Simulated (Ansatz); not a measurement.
System: chalcopyrite CdGeAs2. Method: LDA (Ansatz, an electronic-structure program, PAW).

Settings: plane-wave cutoff 520 eV, 8×8×8 k mesh, Fermi–Dirac smearing 0.01 eV, scalar-relativistic PAW data made under PBE.

Cell (relaxed at this level):

```xyz
8
Lattice="-2.9371 2.9371 5.6119 2.9371 -2.9371 5.6119 2.9371 2.9371 -5.6119" Properties=species:S:1:pos:R:3 pbc="T T T"
Cd     0.0000     0.0000     0.0000
Cd     0.0000     2.9371     2.8060
Ge     0.0000     0.0000     5.6119
Ge     2.9371     0.0000     2.8060
As     1.3275     1.4685     7.0149
As     1.4685    -1.3275     4.2090
As     1.6096     1.4685     1.4030
As     1.4685     4.2645    -1.4030
```

Question: Predict the bulk modulus and pressure derivative B′ of the bulk modulus.

Answer: 
- bulk modulus = 65.7 GPa
- pressure derivative B′ of the bulk modulus = 4.7

The run finds no gap.

Measured, for comparison: bulk modulus 69.9 GPa (temperature not stated, no zero-point or thermal correction; as tabulated in Toher et al. (2017), arXiv:1611.05714). Computed (rounded) less measured: bulk modulus -6 %.

Note: the gap of the solid is closed in this run; this level leaves the solid without a gap, although one is measured; the bulk modulus comes from volumes at which shape and atoms were relaxed.

The result took very roughly 18 core-minutes.
